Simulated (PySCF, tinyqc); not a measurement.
Inside a calculation. Method: RKS/exchange-only LDA in the sto-3g basis, for OH-, spin multiplicity 1. The basis has no diffuse functions, so it cannot describe the extra electron: this is an exercise in the method, not the real anion. The lowest restricted solution is unstable here: a spin-polarised one lies 0.0047 hartree lower (PySCF). One step of it, computed by the program tinyqc.

Question. Iteration 2: building the Kohn-Sham matrix. J_ij = sum D_kl (ij|kl); F = H + J + V_xc; E = tr D H + tr D J / 2 + E_xc + E_nn.

D after iteration 1:
```
            1O 1s      1O 2s    1O 2px    1O 2py     1O 2pz      2H 1s
1O 1s    2.119553  -0.507978  0.000000  0.000000  -0.041322   0.059582
1O 2s   -0.507978   2.162340  0.000000  0.000000   0.162254  -0.342964
1O 2px   0.000000   0.000000  2.000000  0.000000   0.000000   0.000000
1O 2py   0.000000   0.000000  0.000000  2.000000   0.000000   0.000000
1O 2pz  -0.041322   0.162254  0.000000  0.000000   0.013902   0.032690
2H 1s    0.059582  -0.342964  0.000000  0.000000   0.032690   2.035069
```

core Hamiltonian H = T + V (hartree):
```
             1O 1s      1O 2s     1O 2px     1O 2py     1O 2pz      2H 1s
1O 1s   -31.934036  -7.426547   0.000000   0.000000  -0.005162  -0.342931
1O 2s    -7.426547  -8.562555   0.000000   0.000000  -0.065115  -0.945319
1O 2px    0.000000   0.000000  -6.759881   0.000000   0.000000   0.000000
1O 2py    0.000000   0.000000   0.000000  -6.759881   0.000000   0.000000
1O 2pz   -0.005162  -0.065115   0.000000   0.000000  -6.788651  -0.799481
2H 1s    -0.342931  -0.945319   0.000000   0.000000  -0.799481  -3.011753
```

Two-electron integrals (ij|kl) in chemists' order, unique and non-zero (hartree):
```
(11|11) 4.785065   (21|11) 0.741380   (21|21) 0.136873   (22|11) 1.118947
(22|21) 0.256633   (22|22) 0.817206   (31|31) 0.024477   (32|31) 0.037809
(32|32) 0.180518   (33|11) 1.115814   (33|21) 0.256684   (33|22) 0.817023
(33|33) 0.880159   (41|41) 0.024477   (42|41) 0.037809   (42|42) 0.180518
(43|43) 0.047444   (44|11) 1.115814   (44|21) 0.256684   (44|22) 0.817023
(44|33) 0.785270   (44|44) 0.880159   (51|51) 0.024477   (52|51) 0.037809
(52|52) 0.180518   (53|53) 0.047444   (54|54) 0.047444   (55|11) 1.115814
(55|21) 0.256684   (55|22) 0.817023   (55|33) 0.785270   (55|44) 0.785270
(55|55) 0.880159   (61|11) 0.034315   (61|21) 0.006287   (61|22) 0.011733
(61|33) 0.011716   (61|44) 0.011716   (61|51) 0.000264   (61|52) 0.000502
(61|55) 0.011768   (61|61) 0.000292   (62|11) 0.105800   (62|21) 0.024669
(62|22) 0.090167   (62|33) 0.088619   (62|44) 0.088619   (62|51) 0.001796
(62|52) 0.015387   (62|55) 0.093172   (62|61) 0.001155   (62|62) 0.013896
(63|31) 0.002286   (63|32) 0.014366   (63|53) 0.003014   (63|63) 0.001757
(64|41) 0.002286   (64|42) 0.014366   (64|54) 0.003014   (64|64) 0.001757
(65|11) 0.088137   (65|21) 0.020782   (65|22) 0.081252   (65|33) 0.077997
(65|44) 0.077997   (65|51) 0.003487   (65|52) 0.026405   (65|55) 0.087671
(65|61) 0.001001   (65|62) 0.015267   (65|65) 0.018345   (66|11) 0.318117
(66|21) 0.075281   (66|22) 0.316649   (66|33) 0.308158   (66|44) 0.308158
(66|51) 0.005062   (66|52) 0.062270   (66|55) 0.333479   (66|61) 0.003521
(66|62) 0.069786   (66|65) 0.088813   (66|66) 0.774606
```

nuclear repulsion = 2.55025162 hartree

V_xc (hartree):
```
            1O 1s      1O 2s     1O 2px     1O 2py     1O 2pz      2H 1s
1O 1s   -2.811886  -0.393171   0.000000   0.000000  -0.001884  -0.018321
1O 2s   -0.393171  -0.697873   0.000000   0.000000  -0.017330  -0.071525
1O 2px   0.000000   0.000000  -0.723326   0.000000   0.000000   0.000000
1O 2py   0.000000   0.000000   0.000000  -0.723326   0.000000   0.000000
1O 2pz  -0.001884  -0.017330   0.000000   0.000000  -0.632671  -0.065041
2H 1s   -0.018321  -0.071525   0.000000   0.000000  -0.065041  -0.452394
```

E_xc = sum of w rho eps_xc = -8.14134946 hartree

Give: Coulomb J; Kohn-Sham matrix F; total energy of this density.

Answer.

Coulomb J (hartree):
```
         1O 1s  1O 2s  1O 2px  1O 2py  1O 2pz  2H 1s
1O 1s   16.872  3.156   0.000   0.000   0.020  0.145
1O 2s    3.156  7.747   0.000   0.000   0.173  0.888
1O 2px   0.000  0.000   7.786   0.000   0.000  0.000
1O 2py   0.000  0.000   0.000   7.786   0.000  0.000
1O 2pz   0.020  0.173   0.000   0.000   7.646  0.834
2H 1s    0.145  0.888   0.000   0.000   0.834  4.074
```

Kohn-Sham matrix F (hartree):
```
          1O 1s   1O 2s  1O 2px  1O 2py  1O 2pz   2H 1s
1O 1s   -17.874  -4.664   0.000   0.000   0.013  -0.216
1O 2s    -4.664  -1.514   0.000   0.000   0.091  -0.128
1O 2px    0.000   0.000   0.302   0.000   0.000   0.000
1O 2py    0.000   0.000   0.000   0.302   0.000   0.000
1O 2pz    0.013   0.091   0.000   0.000   0.225  -0.030
2H 1s    -0.216  -0.128   0.000   0.000  -0.030   0.610
```

total energy of this density = -72.79414 hartree
